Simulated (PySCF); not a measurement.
# C4H10 (butane): the cost of one run

The runs use PySCF 2.14.0, with density-fitted response routines of our own; the level of theory stands in each step. All values are computed, except where a source is named. Atoms are numbered from 0 throughout.

## Step 1: The starting structure

14 atoms, charge 0, multiplicity 1; geometry from: MMFF94s. The atoms were then displaced at random by about 0.03 Å, so the start is not that level's minimum.

Bonds of the start (Å): C0–C1 1.61, C1–C2 1.57, C2–C3 1.38, C0–H4 1.13, C0–H5 1.05, C0–H6 1.03, C1–H7 1.12, C1–H8 1.13, C2–H9 1.08, C2–H10 1.07, C3–H11 1.10, C3–H12 1.22, C3–H13 1.19.

## Step 2: Relaxing the molecule at PBE0-D3(BJ)/def2-SVP

Job settings and geometry (Å):

```
{"job": {"xc": "PBE0", "basis": "def2-SVP", "d3": "d3bj", "grid": 1, "shake": 0.03, "kind": "geom"}, "charge": 0, "multiplicity": 1}
C      1.926160    -0.590620     0.373150
C      0.419630    -0.076400     0.614870
C     -0.497260    -0.230560    -0.647300
C     -1.765240     0.234290    -0.371190
H      2.314080     0.055470    -0.471980
H      2.460440    -0.375820     1.255620
H      1.925210    -1.575400     0.072630
H      0.489540     1.002750     0.923790
H      0.014040    -0.633040     1.506360
H     -0.451260    -1.280130    -0.908880
H     -0.046120     0.354080    -1.421830
H     -1.879070     1.285730    -0.051810
H     -2.557010     0.134490    -1.291570
H     -2.372580    -0.353640     0.461350
```

Command:

```sh
$ OMP_NUM_THREADS=1 python probes_run.py task.json out
```

The driver reads the jobs from task.json and runs them one after another.

Q: Estimate the wall time and peak memory of this first job on 1 thread of Arm Neoverse N1, shared host.

About 47 s, with a peak of 0.43 GiB.
